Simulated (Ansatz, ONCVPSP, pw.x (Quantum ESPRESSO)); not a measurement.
# pw.x on bcc C: one setting changed

Potential: optimised norm-conserving Vanderbilt (ONCV), ONCVPSP 4.0.1.1 (patched build), PBEsol; core [He], reference 2s2 2p1.75; waves: 2s: rc 1.15 bohr, ncon 4, nbas 8, qcut 6.5 1/bohr, 2 projectors, debl 3.8 Ha; 2p: rc 1.85 bohr, ncon 4, nbas 7, qcut 8.1 1/bohr, 2 projectors, debl 3.2 Ha; d scattering state at 0.37 Ha: rc 1.40 bohr, ncon 3, nbas 6, qcut 7.1 1/bohr, 2 projectors, debl 1.4 Ha; local part: polynomial inside 0.90 bohr (lpopt 5, dvloc0 1 Ha); core correction: Teter function, fcfact 1.5, rcfact 1.45.

The reference run (k-mesh 18³, cutoffs 100/400 Ry, Fermi–Dirac 0.01 Ry, mixing_beta 0.4, conv_thr 1e-9, no spin) gives 3.48 GPa at 6.314 Å³/atom, where all-electron LAPW gives 4.37 GPa. This run, with its own iteration cap, changes startingwfc to atomic.

```
&control
  calculation='scf', prefix='x', pseudo_dir='./', outdir='./tmp', tstress=.true., disk_io='none'
/
&system
  ibrav=0, nat=1, ntyp=1, ecutwfc=100, ecutrho=400, nbnd=9,
  occupations='smearing', smearing='fd', degauss=0.01
/
&electrons
  conv_thr=1e-09, mixing_beta=0.4, electron_maxstep=60, startingwfc='atomic'
/
ATOMIC_SPECIES
C 1.0 C.UPF
CELL_PARAMETERS angstrom
  -1.16434459 1.16434459 1.16434459
  1.16434459 -1.16434459 1.16434459
  1.16434459 1.16434459 -1.16434459
ATOMIC_POSITIONS crystal
C 0.0000 0.0000 0.0000
K_POINTS automatic
18 18 18 0 0 0
```

```bash
pw.x < C.scf.in > C.scf.out
```

Problem. How does the run end?

Solution. It converges in 5 iterations; the free energy moves by +0.0 meV/atom and the pressure by +0.00 GPa. The result is that of the reference run.

```
Message from routine setup:
     using ibrav=0 with symmetry is DISCOURAGED, use correct ibrav instead
     lattice parameter (alat)  =       3.8110  a.u.
     unit-cell volume          =      42.6090 (a.u.)^3
     number of electrons       =         4.00
     number of Kohn-Sham states=            9
     kinetic-energy cutoff     =     100.0000  Ry
     charge density cutoff     =     400.0000  Ry
     scf convergence threshold =      1.0E-09
     Exchange-correlation= PBESOL
     number of k points=   195  Fermi-Dirac smearing, width (Ry)=  0.0100
     iteration #  1     ecut=   100.00 Ry     beta= 0.40
     total energy              =     -11.20708099 Ry
     estimated scf accuracy    <       0.00346689 Ry
     iteration #  2     ecut=   100.00 Ry     beta= 0.40
     total energy              =     -11.20677476 Ry
     estimated scf accuracy    <       0.00094110 Ry
     iteration #  3     ecut=   100.00 Ry     beta= 0.40
     total energy              =     -11.20684922 Ry
     estimated scf accuracy    <       0.00000578 Ry
     iteration #  4     ecut=   100.00 Ry     beta= 0.40
     total energy              =     -11.20684989 Ry
     estimated scf accuracy    <       0.00000002 Ry
     iteration #  5     ecut=   100.00 Ry     beta= 0.40
     the Fermi energy is    12.5651 ev
!    total energy              =     -11.20684990 Ry
     estimated scf accuracy    <          5.4E-10 Ry
     smearing contrib. (-TS)   =      -0.00153120 Ry
     The total energy is F=E-TS. E is the sum of the following terms:
     one-electron contribution =       5.18729566 Ry
     hartree contribution      =       0.29255102 Ry
     xc contribution           =      -3.45334776 Ry
     ewald contribution        =     -13.23181761 Ry
     convergence has been achieved in   5 iterations
          total   stress  (Ry/bohr**3)                   (kbar)     P=       34.79
     Message from routine punch:
     Nothing written, as per user request (disk_io='none')
```

The run took about 8.3 s on one core of a shared host (AMD EPYC 7B13, 96 threads, 756 GiB, load 53).
